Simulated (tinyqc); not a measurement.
Inside a calculation. Method: ROHF in the sto-3g basis, for CH, spin multiplicity 4. One step of it, computed by the program tinyqc.

Problem. Iteration 2: DIIS coefficients. Solve [B -1; -1 0][c; lambda] = [0; -1] for the coefficients, which sum to one.

B (overlaps of the stored error matrices):
```
               1              2
1  2.1330015e+00  4.0412077e-01
2  4.0412077e-01  8.8773071e-02
```

Give: DIIS coefficients.

Solution.

DIIS coefficients: -0.223  1.223
